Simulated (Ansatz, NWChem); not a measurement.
CClF3: a line through the functionals

CClF3 has 5 atoms, charge 0, and is taken as a singlet. SMILES: `FC(F)(F)Cl`. Geometry: relaxed at PBE0-D4/def2-TZVP.

The electronic atomisation energy y, in eV, basis def2-SVPD; a is the functional's share of exact exchange. Programs: Ansatz 0.2.0, NWChem 7.3.0.

| functional | program | a | y (eV) |
| --- | --- | --- | --- |
| BLYP | Ansatz | 0 | 18.84 |
| TPSS | NWChem | 0 | 18.93 |
| B3LYP | Ansatz | 0.2 | 18.52 |
| PBE0 | Ansatz | 0.25 | ? |
| r2SCAN0 | Ansatz | 0.25 | 18.37 |
| BHLYP | Ansatz | 0.5 | 17.29 |

Fit y = c + s·a to the known rows and predict PBE0.


1. Means of the 5 rows: a = 0.1900, y = 18.390.
2. Σ(Δa)² = 0.172, Σ(Δa·Δy) = -0.529, so the slope is -0.529/0.172 = -3.0756.
3. Intercept: 18.390 − (-3.0756) × 0.1900 = 18.974. The largest residual of the fit is 0.16.
4. PBE0: 18.974 + (-3.0756) × 0.25 = 18.21 eV.

The run gave 19.08 eV, so the prediction is off by -0.87 eV, more than the scatter of the fit. The rows mix families of semi-local functionals, which the line can't see.
